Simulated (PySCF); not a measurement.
How methods differ on the electron affinity of Li

Li⁻ [He] 2s2 (1S) → Li [He] 2s1 (2S), as a difference of total energies. All numbers are calculated (PySCF 2.14, no relativity, point nucleus, in def2-QZVPPD (6s4p2d1f, 35 functions)). Correlated levels: valence and next inner shell: nothing frozen. The calculations carry no spin-orbit coupling.

```csv
method,electron affinity (eV)
UHF,-0.203
MP2 (valence and next inner shell),0.280
SCS-MP2 (valence and next inner shell),0.375
CCSD (valence and next inner shell),0.568
```

Question: Estimate what CCSD(T) (valence and next inner shell) gives.

Answer: 0.574 eV, closest to CCSD (valence and next inner shell) among the rows shown.

Question: Estimate what CCSDT (valence and next inner shell) gives.

Answer: 0.574 eV, closest to CCSD (valence and next inner shell) among the rows shown.

Errors of the correlated levels include the incompleteness of this basis.

A negative affinity means that the anion lies above the atom at that level of theory.

For comparison: 0.618 eV (measured; photodetachment measurements, as compiled on the Wikipedia data page of electron affinities).
